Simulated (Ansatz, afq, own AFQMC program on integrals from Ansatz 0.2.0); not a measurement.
**CHAlB, quartet in cc-pVDZ, levels against CCSDT(Q)**

```xyz
4

Al    0.0000    0.0147    0.9202
C     0.0000    0.5635   -0.8743
B     0.0000   -0.8119   -1.1938
H     0.0000    1.5999   -1.4108
```

Connectivity, by distances: Al–CH–B, closed to a ring.

Basis cc-pVDZ. Only valence electrons are correlated. Integrals, coupled cluster, full CI and functionals: Ansatz 0.2.0; the random walks run on the same integrals in our own AFQMC program. The CISD trial takes its coefficients from CCSD amplitudes. Released means that phaseless walkers are propagated on without the constraint, phases kept. Error bars are statistical, one sigma.

Determinant: ROHF, the one that the program's search chose, which needn't be the lowest solution. The geometry is a point of a scan.

No full CI on the walks' own integrals is used here; CCSDT(Q) serves as the reference and is uncertain by about the last step of the cluster series.

Cautions: lower spins were not checked; a spin-contaminated unrestricted determinant lies lower (UHF 166 meV lower, ⟨S²⟩ 3.83).

* T1 diagnostic: 0.0339
* weight of the determinant in the CISD state: 0.845
* size of the correlated space: 11 electrons in 44 orbitals

Reference: CCSDT(Q), correlation energy -7.295 eV. The released energy is read at 2.40 1/Eh (meV from the phaseless value at times in 1/Eh: -7 ± 17 at 0.24, -40 ± 18 at 0.51, -72 ± 21 at 0.99, -52 ± 23 at 1.62, -38 ± 33 at 2.40).

```
         level  E − E(reference) (mEh)  share of correlation (%)
            HF                  268.08                      0.00
           MP2                   38.00                     85.82
          CCSD                   16.51                     93.84
       CCSD(T)                    2.55                     99.05
         CCSDT                    1.26                     99.53
 ph-AFQMC/CISD             2.16 ± 0.66                     99.19
released AFQMC             0.76 ± 1.20                     99.72
```

A walk keeps the symmetry of its determinant, which the program's search chose and which needn't be the lowest solution, so a lower state of the same spin and another symmetry isn't excluded. Released energies are given only where the last usable release times agree within the noise; a slower fall can still hide under it.
